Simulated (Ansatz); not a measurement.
Species: C2H3O2, charge 0, doublet. C2H3O2 (SMILES O=[C]OC, doublet).
B3LYP-D3(BJ)/def2-TZVP minimum from Ansatz (a quantum-chemistry and plane-wave program):
```
C
H 1 1.0848
H 1 1.0882 2 111.16
H 1 1.0882 2 111.16 3 123.21
O 1 1.4639 2 105.29 3 -118.39
C 5 1.3112 1 116.07 2 -180.00
O 6 1.1861 5 131.06 1 0.00
```
Charge 0, spin multiplicity 2.

Total energies in cc-pVDZ, 23 correlated electrons, 4 frozen orbitals. UHF or UKS for unpaired electrons; spin-orbit terms are left out. Cores are frozen in correlated methods. No relativity.

```
method    program  energy (Eh)  minus CCSDT(Q) (mEh)
--------  -------  -----------  --------------------
HF         Ansatz   -227.17299                660.70
MP2        Ansatz   -227.78532                 48.38
CCSD       Ansatz   -227.81018                 23.51
CCSD(T)    Ansatz   -227.83078                  2.91
CCSDT(Q)   Ansatz   -227.83369                  0.00
```

Rough core times of Ansatz's runs on a shared machine: CCSD(T) under 20 s, CCSDT(Q) 10 min.
